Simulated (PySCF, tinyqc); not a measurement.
Ways to converge the cycle: SCF convergence aids in the sto-3g basis, for HF, spin multiplicity 1. Computed by the program tinyqc with PySCF. RHF with one setting changed at a time; a run stops when the energy changes by less than 1e-09 hartree and the error matrix is below 1e-5. The start is random orbitals. Damping d keeps d of the old density; a shift (hartree) raises the virtual levels; DIIS n extrapolates F over n matrices.

Geometry (angstrom):
```
atom       x       y       z
F     0.0000  0.0000  0.0000
H     0.0000  0.0000  1.7540
```

lowest restricted solution found by these runs and by PySCF = -98.325788 hartree

Largest element of the error matrix X^T (FDS - SDF) X:
```
iteration    plain  damping 0.3  damping 0.6  shift 0.4   DIIS 3   DIIS 8
1          1.5e+01      1.5e+01      1.5e+01    1.5e+01  1.5e+01  1.5e+01
2          3.0e-01      4.6e+00      9.1e+00    4.6e-01  3.0e-01  3.0e-01
3          4.2e-01      1.4e+00      5.5e+00    2.7e-01  4.2e-01  4.2e-01
4          3.0e-01      4.3e-01      3.3e+00    8.1e-02  9.3e-02  9.3e-02
5          1.8e-01      1.3e-01      2.0e+00    4.1e-02  1.9e-02  1.8e-02
6          1.1e-01      3.7e-02      1.2e+00    3.7e-02  1.4e-02  1.3e-02
8          3.3e-02      1.4e-02      4.4e-01    3.0e-02  6.7e-03  1.8e-03
10         9.8e-03      1.1e-02      1.6e-01    2.4e-02  2.1e-04  3.8e-05
14         2.8e-03      6.2e-03      2.0e-02    1.6e-02        -        -
20         8.2e-04      2.7e-03      7.9e-03    8.0e-03        -        -
30         1.1e-04      6.9e-04      3.7e-03    2.5e-03        -        -
45               -      8.8e-05      1.2e-03    4.3e-04        -        -
60               -      1.1e-05      3.8e-04    7.4e-05        -        -
```

How each run ends:
```
run          iterations  E (hartree)                                                        state
plain                43   -98.325788                                                 lowest found
damping 0.3         >60   -98.325788  falls steadily but slowly, by a factor of about 0.87 a step
damping 0.6         >60   -98.325786  falls steadily but slowly, by a factor of about 0.93 a step
shift 0.4           >60   -98.325788  falls steadily but slowly, by a factor of about 0.89 a step
DIIS 3               12   -98.325788                                                 lowest found
DIIS 8               11   -98.325788                                                 lowest found
```

What does the comparison show, and why?

3 of 6 runs reach the lowest restricted solution found, in 11 to 43 iterations (fastest: DIIS 8). Not converged: damping 0.3, damping 0.6, shift 0.4. Plain steps already contract here, so damping only slows them. DIIS 3 and DIIS 8 gain by cancelling the error over several earlier matrices, much as a quasi-Newton step does. The restricted reference is unstable here: a spin-polarised solution lies 0.1343 hartree lower (PySCF), so results built on it describe a poor reference.
